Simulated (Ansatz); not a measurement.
fcc Pt was calculated with LDA (Ansatz, a quantum-chemistry and plane-wave program, plane waves, PAW).

Settings: plane-wave cutoff 520 eV, 18×18×18 k mesh, Fermi–Dirac smearing 0.1 eV, perturbation theory, force constants from a 6×6×6 q mesh, scalar-relativistic PAW data made under PBE.

Task: Estimate the zero-point energy that the calculation returns.

Result: 
- zero-point energy = 0.023 eV/atom

Spin–orbit coupling is not included.

It cost around 19 core-minutes (rough) of CPU time.
